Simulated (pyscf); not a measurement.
Optimised with ωB97X-D3(BJ)/def2-SVP in PySCF.

Task: Estimate by transition-state theory the rate constant of HO–GeH₃ + H₂ → GeH₄ + H₂O (singlet surface; Ge–O, H–H broken, Ge–H, H–O formed) at 1200 K, with ωB97M-D3(BJ)/def2-TZVP energies (ideal gas, 1 atm, RRHO with modes under 100 cm⁻¹ raised to 100, one conformer, R ln 2 for chiral ones without a mode under 150 cm⁻¹; no tunnelling).

Result: The electronic barrier is 45.9 kcal/mol and the thermal terms add +35.3, so ΔG‡ = 81.2 kcal/mol. With k_BT/h = 2.50e+13 s⁻¹ and RT = 2.385 kcal/mol, and a volume of 1.64e-19 cm³ per molecule at 1 atm, k = 6.7e-21 cm³ molecule⁻¹ s⁻¹. Wigner's tunnelling factor for 1403i cm⁻¹ would be 1.12. A shift of 1 kcal/mol in the barrier changes k by a factor 1.5. One saddle was located; it need not be the lowest between these sides. Elements up to Kr have no core potential and no relativistic terms here.
